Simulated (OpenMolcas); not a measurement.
**A ladder of methods for P2 (diphosphorus)**

The species is P2 (2 atoms), meant as a singlet with charge 0. As SMILES, `P#P`. The bond length is the measured one.

```xyz
2

P     0.0000    0.0000    0.0000
P     0.0000    0.0000    1.8934
```

Each level gives the vertical energy of the triplet above the singlet (eV). The values are calculated.

```
                            level          kind     program  value (eV)  CPU time (all runs)
HF/STO-3G, open shells restricted  Hartree–Fock  OpenMolcas        1.63                  4 s
                        HF/STO-3G  Hartree–Fock  OpenMolcas        1.30                3.6 s
                     SVWN5/STO-3G           LDA  OpenMolcas        3.74                6.2 s
                       PBE/STO-3G           GGA  OpenMolcas           ?                6.5 s
                      PW91/STO-3G           GGA  OpenMolcas        3.49                  6 s
                       PW91/3-21G           GGA  OpenMolcas        3.44                6.5 s
                       PW91/6-31G           GGA  OpenMolcas        3.44                7.1 s
PW91/6-31G* (spherical functions)           GGA  OpenMolcas        2.96                7.6 s
                    PW91/6-311G**           GGA  OpenMolcas        2.98                8.8 s
                  PW91/6-311++G**           GGA  OpenMolcas        2.97                9.8 s
```

(1) Estimate the missing values from the other rows.

Results:

(1) As computed at these levels: PBE/STO-3G: 3.50 eV. The values span 1.30 to 3.74 eV. Spin contamination of the reference (⟨S²⟩ at least 0.1 too high) touches HF/STO-3G. Sets with diffuse functions come out lower, a sign that the upper state is spread out (Rydberg-like). Times are those of the runs behind each value, whatever else they computed, on shared processors of several kinds: orders of magnitude only.
